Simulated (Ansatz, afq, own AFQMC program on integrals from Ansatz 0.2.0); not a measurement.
CO, triplet in 6-31G, levels against full CI

```xyz
2

O     0.0000    0.0000    0.0000
C     0.0000    0.0000    1.1955
```

Basis 6-31G. Noble-gas cores (and the filled d shells of Ga–Kr and In–Xe) are frozen. Ansatz 0.2.0 and our own AFQMC program on the same integrals; the CISD trial comes from CCSD amplitudes, and released means the phaseless constraint is let go. ± is one standard error of the sampling.

Determinant: UHF, the one that the program's search chose, which needn't be the lowest solution. The geometry is a point of a scan.

Full CI on the same integrals is exact in this basis and with this determinant's frozen core.

Cautions: lower spins were not checked; strong correlation (T1 0.061, weight of the determinant 0.84, largest double 0.13); unrestricted determinant spin contaminated (⟨S²⟩ 2.28 against 2.00); the released energies are still falling, so no released level is given (meV from the phaseless value at times in 1/Eh: -8 ± 3 at 0.24, -24 ± 5 at 0.51, -29 ± 4 at 0.99, -39 ± 4 at 1.62, -73 ± 39 at 2.40), though the last usable value meets full CI within the noise; the ph-AFQMC/HF walk drifts between its halves (2.4 errors).

```
T1 diagnostic                               : 0.0612
weight of the determinant in the CISD state : 0.843
⟨S²⟩ of the determinant                     : 2.282
size of the correlated space                : 10 electrons in 16 orbitals
```

Reference: full CI, correlation energy -5.084 eV.

```tsv
level	E − E(reference) (kJ/mol)	share of correlation (%)
HF	490.5	0.00
MP2	83.1	83.05
CCSD	17.7	96.39
CCSD(T)	5.9	98.80
ph-AFQMC/HF	-4.0 ± 2.4	100.82
ph-AFQMC/CISD	3.3 ± 0.5	99.33
```
